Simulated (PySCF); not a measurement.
Species: C4H11PS.
Atom-mapped SMILES: `[CH3:1][CH:2]([CH3:3])[CH2:4][PH2:5]=[S:6]` (hydrogens: H7, H8, H9 on C1; H10 on C2; H11, H12, H13 on C3; H14, H15 on C4; H16, H17 on P5)

The same species was optimised twice, with GFN2-xTB and with PBE0-D3(BJ)/def2-SVP (PySCF), and the same property calculations (PySCF, gas phase) were run on both structures.

```csv
coordinate,GFN2-xTB,PBE0-D3(BJ)/def2-SVP,change
P5=S6 (Å),1.923,1.942,+0.019
C4–P5 (Å),1.835,1.832,-0.003
C2–C3 (Å),1.526,1.524,-0.002
C2–C4 (Å),1.529,1.530,+0.001
C1–C2 (Å),1.524,1.524,0.000
C2–C4–P5 (°),110.8,113.7,+2.9
C1–C2–C4 (°),110.0,112.2,+2.2
C4–P5–S6 (°),117.3,116.6,-0.7
C1–C2–C3 (°),111.4,111.8,+0.4
C3–C2–C4 (°),110.3,110.2,-0.1
C1–C2–C4–P5 (°),-62,-61,+1
C2–C4–P5–S6 (°),-46,-47,-1
```

Rotational constants: A = 4001, B = 1211, C = 1150 MHz (GFN2-xTB) against A = 3938, B = 1178, C = 1121 MHz (PBE0-D3(BJ)/def2-SVP). Point groups within 0.08 Å: C1 and C1.

On the GFN2-xTB structure: isotropic polarisability (au) 95.7 [PBE0/def2-SVPD]; HOMO (eV) -6.70 [PBE0/def2-SVPD]; LUMO (eV) 0.19 [PBE0/def2-SVPD]; dipole (D) 4.15 [PBE0/def2-SVPD]; HOMO (eV) -6.67 [PBE0/pcSseg-1]; LUMO (eV) 0.51 [PBE0/pcSseg-1]; dipole (D) 4.26 [PBE0/pcSseg-1]; GIAO shielding of C1/C3 (mean) (ppm) 163.0 [PBE0/pcSseg-1]; GIAO shielding of C2 (ppm) 163.0 [PBE0/pcSseg-1]; GIAO shielding of C4 (ppm) 146.1 [PBE0/pcSseg-1]; GIAO shielding of P5 (ppm) 374.0 [PBE0/pcSseg-1]; GIAO shielding of S6 (ppm) 866.9 [PBE0/pcSseg-1].

Problem. What do these properties become on the PBE0-D3(BJ)/def2-SVP structure?

Solution. 
```tsv
property	level	on GFN2-xTB	on PBE0-D3(BJ)/def2-SVP	change
isotropic polarisability (au)	PBE0/def2-SVPD	95.7	97.7	+2.0
HOMO (eV)	PBE0/def2-SVPD	-6.70	-6.67	+0.03
LUMO (eV)	PBE0/def2-SVPD	0.19	0.04	-0.15
dipole (D)	PBE0/def2-SVPD	4.15	4.20	+0.05
energy, GFN2-xTB geometry as zero (kcal/mol)	PBE0/def2-SVPD	0.0	-1.7	-1.7
HOMO (eV)	PBE0/pcSseg-1	-6.67	-6.64	+0.03
LUMO (eV)	PBE0/pcSseg-1	0.51	0.30	-0.21
dipole (D)	PBE0/pcSseg-1	4.26	4.30	+0.04
energy, GFN2-xTB geometry as zero (kcal/mol)	PBE0/pcSseg-1	0.0	-1.5	-1.5
GIAO shielding of C1/C3 (mean) (ppm)	PBE0/pcSseg-1	163.0	161.3	-1.7
GIAO shielding of C2 (ppm)	PBE0/pcSseg-1	163.0	162.4	-0.6
GIAO shielding of C4 (ppm)	PBE0/pcSseg-1	146.1	145.1	-1.0
GIAO shielding of P5 (ppm)	PBE0/pcSseg-1	374.0	361.7	-12.3
GIAO shielding of S6 (ppm)	PBE0/pcSseg-1	866.9	832.1	-34.8
```

The heavy atoms differ by 0.041 Å rms after alignment. Among bonds between heavy atoms P5=S6 changes most (+0.019 Å). Changes are differences of the printed values. Neither structure is proved a minimum here.

The values belong to the conformer `[CH3:1][CH:2]([CH3:3])[CH2:4][PH2:5]=[S:6]`: C1–C2–C4–P5 -61°, C2–C4–P5–S6 -47°.
